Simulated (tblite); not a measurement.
# C2H6O: the cost of one run

Computed with tblite 0.8.0 and PySCF 2.14.0; each step states its level. No surroundings beyond the atoms listed, unless a continuum is named. Atoms count from 0, parts from 1.

## Step 1: Starting point

9 atoms, charge 0, multiplicity 1; geometry: rigid parts in contact. Parts: 1 = atoms 0–2, `O`, charge 0; 2 = atoms 3–8, `C=C`, charge 0.

## Step 2: Search for minima with GFN2-xTB

What the job is given:

```
{"job": {"kind": "dock", "xc": "GFN2-xTB", "basis": "xTB"}, "charge": 0, "multiplicity": 1, "parts": [{"atoms": "0-2", "charge": 0, "multiplicity": 1}, {"atoms": "3-8", "charge": 0, "multiplicity": 1}]}
O     -0.001087     0.379365    -0.000559
H      0.772731    -0.187461     0.001611
H     -0.771645    -0.191904    -0.001052
C      3.478954    -1.378737    -2.165212
C      2.366579    -1.414153    -1.462311
H      4.450152    -1.405559    -1.698764
H      3.473328    -1.321568    -3.241490
H      2.372409    -1.471267    -0.386022
H      1.395381    -1.387819    -1.928837
```

Method: GFN2-xTB search for minima from random contacts, gas phase.

Launch:

```console
> OMP_NUM_THREADS=1 python cluster_run.py task.json out
```

One launch serves the whole session: the jobs run in the order shown.

**Question.** How long does this first job take on 1 thread of Intel Xeon Platinum 8259CL at 2.50GHz, shared host?

About 5.1 s.
